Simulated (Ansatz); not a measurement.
Structure relaxation of GaSi2

Level of theory: DFT r2SCAN, scalar-relativistic, plane waves, PAW in Ansatz. Cutoff 500 eV, Γ-centred k mesh, Gaussian smearing, no spin polarisation in the final step.

The start puts GaSi2 on the tetragonal zirconia structure type (P4_2/nmc, No. 137), with Ga in place of Zr, Si in place of O, at a guessed volume.

```
Ga Si
1.0
     4.12663    0.00000    0.00000
     0.00000    4.12663    0.00000
     0.00000    0.00000    5.94076
Ga Si
2 4
Direct
  0.00000 0.00000 0.00000
  0.50000 0.50000 0.50000
  0.00000 0.50000 0.20300
  0.00000 0.50000 0.70300
  0.50000 0.00000 0.29700
  0.50000 0.00000 0.79700
```

Cell and atoms relax at zero pressure; the relaxation can't lower the symmetry of the start. After a coarse first stage the cell is made exact in the group found at 0.06 Å.

The zero of energy is the elements' standard structures at the same level; no fitted shifts are applied.

(1) What does it relax into?

(2) What are its volume, energy, density and gap?

## Answers

(1) It ends in I4/mmm (No. 139). Conventional cell: a = 3.508 Å, c = 8.452 Å. Around Ga lie 8 Si at 2.75 Å; Si has 4 Si at 2.48 Å and 4 Ga at 2.75 Å.

Space group I4/mmm (No. 139). a = 3.508 Å, b = 3.508 Å, c = 8.452 Å, α = 90.00°, β = 90.00°, γ = 90.00°
```json
{"atom": "Ga", "site": "2a", "symmetry": "4/mmm", "x": "0.0000", "y": "0.0000", "z": "0.0000"}
{"atom": "Si", "site": "4d", "symmetry": "-4m2", "x": "0.0000", "y": "0.5000", "z": "0.2500"}
```

(2) The volume per atom is 17.34 Å³. The density is 4.02 g/cm³. The energy over the elements is 0.43 eV/atom. The gap on the 18×18×18 mesh is 0 eV (a metal).

The final run used a 18×18×18 mesh on its 3-atom cell and 0.10 eV smearing. The k mesh leaves about 4 meV/atom of noise in metals. Symmetry constrained the relaxation, so the result can be a saddle point.

Cost: 4 runs of about 17 core-minutes in all, on Intel Xeon Processor @ 2.50GHz (Skylake/Cascade Lake) (shared hosts).